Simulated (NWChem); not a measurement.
hydrogen chloride (HCl); SMILES Cl

```xyz
2

Cl     0.0000     0.0000     0.0750
H      0.0000     0.0000    -1.2102
```
Atoms are numbered in this order, from 1.

Program: NWChem. Geometry optimised at PBE0/def2-SVP; all other runs use it. 

| quantity | level | value |
|---|---|---|
| cavity-dispersion-structure term (kcal/mol) in n-hexane | PBE0/def2-SVP, SMD | ___ |
| anisotropy (bohr³), static | PBE0/def2-SVPD | 1.5 |
| vertical ionisation energy, ΔSCF (eV) | PBE/def2-SVP | 12.55 |
| vertical, lowest excitation, singlet (eV) | PBE0/def2-SVPD, TDA | ___ |
| dipole (D) | PBE0/def2-SVP | ___ |
| highest harmonic frequency (cm⁻¹) | PBE0/def2-SVP | 3018 |

**Question.** Complete the blanks.

**Answer.** 
- cavity-dispersion-structure term (kcal/mol) in n-hexane, value: -1.1
- vertical, lowest excitation, singlet (eV), value: 7.79
- dipole (D), value: 1.38
